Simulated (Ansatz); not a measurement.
Geometry optimisation, UKS B3LYP-D4/6-31G* in Ansatz 0.2.0.

input.yaml

```yaml
crystal:
  periodic: [false, false, false]
  atoms:
    - { symbol: Si, position_ang: [0.0, 0.0, 0.0] }
    - { symbol: H, position_ang: [0.0, 0.0, 1.71] }
    - { symbol: H, position_ang: [1.3768, 0.0, -0.4862] }
    - { symbol: H, position_ang: [-0.6877, 1.1914, -0.4862] }
    - { symbol: Cl, position_ang: [-1.0032, -1.7381, -0.7093] }
    - { symbol: "N", position_ang: [0.0, 0.0, 3.07] }
    - { symbol: H, position_ang: [-0.496, -0.7725, 3.6] }
    - { symbol: H, position_ang: [0.496, 0.7725, 3.6] }
magnetization:
  spin_polarized: true
  initial_magnetization: 1
basis:
  gaussian: { orbitals: "6-31G*" }
hamiltonian:
  xc: b3lyp
  dispersion: d4
relax:
  f_tol: 0.15
  max_steps: 25
  restrain:
    - { distance: [1, 5], at: 1.06, k: 30.0 }
    - { distance: [0, 1], at: 2.66, k: 30.0 }
output:
  orbitals: {}
```

Run as:

```bash
$ ansatz run input.yaml --threads 1 --pin off --max-ram 2048MiB --backend cpu --events-out ev --progress --plain --runs-dir out
```

Q: Where does it end, and by what steps?

A: It converged. The restraints hold the end off the free minimum; the threshold counts their pulls, which the force column leaves out. Restrained pairs: H2–N6 (1.36 → 1.04 Å), Si1–H2 (1.71 → 2.66 Å). After 6 steps the energy has fallen by 1.715 eV (the restraints' own energy left out); H2 moved furthest, 0.64 Å.

| step | energy less start (eV) | largest force component (eV/Å) | accepted |
| --- | --- | --- | --- |
| 0 | 0.0000 | 2.643 | yes |
| 1 | -0.7323 | 3.848 | yes |
| 2 | -1.0423 | 3.166 | yes |
| 3 | -1.2022 | 3.050 | yes |
| 4 | -1.5624 | 1.701 | yes |
| 5 | -1.6604 | 1.196 | yes |
| 6 | -1.7155 | 0.732 | yes |

```xyz
8
Properties=species:S:1:pos:R:3
Si -0.010 0.014 -0.317
H 0.046 0.033 2.345
H 1.389 -0.046 -0.814
H -0.734 1.195 -0.857
Cl -1.020 -1.701 -0.920
N 0.273 -0.150 3.345
H -0.534 -0.655 3.717
H 0.275 0.765 3.799
```

Time of the run: 33 s on 1 thread of Arm Neoverse V1, with other jobs on the host, peak memory 0.17 GiB.
